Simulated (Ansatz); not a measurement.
Li₂H₄: single points at one geometry.

```yaml
crystal:
  periodic: [false, false, false]
  atoms:
    - {symbol: Li, position_ang: [1.723091, -0.019709, 0.476303]}
    - {symbol: Li, position_ang: [-1.721261, 0.049052, -0.474727]}
    - {symbol: H, position_ang: [-3.325901, 0.163704, -0.941509]}
    - {symbol: H, position_ang: [3.348571, 0.049082, 0.871130]}
    - {symbol: H, position_ang: [0.102516, -0.283617, -0.401778]}
    - {symbol: H, position_ang: [-0.127016, 0.041488, 0.470591]}
basis:
  gaussian: {orbitals: def2-TZVPD}
hamiltonian: {xc: pbe0, dispersion: d4}
output: {orbitals: {seedname: orbitals}}
```

The file start.molden holds the orbitals of an earlier run on this structure, at another level or in another basis.

```sh
$ ansatz run in.yaml --threads 4 --pin off --events-out ev --progress --plain --max-ram 3916MiB
```

It prints (some lines left out):

```
Functional definition: PBE0
534 factors; their error is unknown
mean field evaluation 1: about -467.1246 eV, gradient 1.8e1 eV
mean field evaluation 2: about -453.3527 eV, gradient 3.1e1 eV
mean field evaluation 4: about -468.8066 eV, gradient 3.7e0 eV
mean field evaluation 8: about -468.8964 eV, gradient 1.3e-2 eV
mean field evaluation 16: about -468.4607 eV, gradient 4.8e0 eV
mean field -468.89643409 eV, -17.2316261233 hartree, gradient 2.6e-5 eV, S^2 0.000000; 4 other end points of the search recorded, 0 dependent functions left out
reference -468.89648900 eV, -17.2316281414 hartree; 5, 5 occupied and 65, 65 virtual orbitals, 534 factors
Total energy: -468.94694283 eV, -17.2334822853 hartree
```

Run time 0.4 s (4 threads of Arm Neoverse V2 on a shared host).

The first input with `gaussian: {orbitals: "def2-TZVPPD.json", initial_orbitals: start.molden}`, `correlation: {method: ccsd_t}`, `scf: {omitted_lower_state_checks: [starts]}` and without the key `hamiltonian` (abridged; 1.1 s):

```
Functional definition: HF
mean field -464.23533596 eV, -17.0603339265 hartree, gradient 1.1e-6 eV, S^2 0.000000
second order -4.13577765 eV of doubles, -0.00000000 eV of singles
cycle   1  -4.81476393 eV  change   -6.8e-1 eV  update   6.2e-2
cycle   2  -5.10366068 eV  change   -2.9e-1 eV  update   2.4e-2
cycle   3  -5.10640512 eV  change   -2.7e-3 eV  update   6.7e-3
cycle   4  -5.10664532 eV  change   -2.4e-4 eV  update   3.2e-3
cycle   5  -5.10803377 eV  change   -1.4e-3 eV  update   1.4e-3
cycle   6  -5.10823297 eV  change   -2.0e-4 eV  update   5.2e-4
cycle   7  -5.10798222 eV  change    2.5e-4 eV  update   1.5e-4
cycle   8  -5.10794912 eV  change    3.3e-5 eV  update   4.1e-5
cycle   9  -5.10795338 eV  change   -4.3e-6 eV  update   1.3e-5
cycle  10  -5.10795094 eV  change    2.4e-6 eV  update   4.6e-6
perturbative correction -0.01280507 eV, -0.0004705777 hartree
Total energy: -469.35609197 eV, -17.2485182388 hartree
Checks for a lower state left out: starts
```

First input, but with `gaussian: {orbitals: def2-TZVPD, initial_orbitals: start.molden}`, `hamiltonian: {xc: pbe, dispersion: d4}`, `scf: {omitted_lower_state_checks: [starts]}` (abridged; 0.4 s):

```
Functional definition: PBE
mean field evaluation 16: about -468.6093 eV, gradient 2.5e-4 eV
mean field -468.60930371 eV, -17.2210742766 hartree, gradient 6.2e-6 eV, S^2 0.000000
Total energy: -468.66871766 eV, -17.2232576991 hartree
Checks for a lower state left out: starts
```

The first input with `gaussian: {orbitals: def2-TZVPD, initial_orbitals: start.molden}`, `hamiltonian: {xc: r2scan, dispersion: d4}`, `scf: {omitted_lower_state_checks: [starts]}` (abridged; 0.7 s):

```
Functional definition: r2SCAN
mean field -469.72674410 eV, -17.2621394535 hartree, gradient 6.6e-6 eV, S^2 0.000000
Total energy: -469.74323633 eV, -17.2627455316 hartree
Checks for a lower state left out: starts
```

Geometry: r2SCAN-D4/def2-TZVPD, that of the charge -1 doublet.

Correlated methods freeze no core orbitals; core or outer-core shells of Li are correlated, in sets that lack core-valence functions. The structure comes from a short search, and lower isomers may exist.
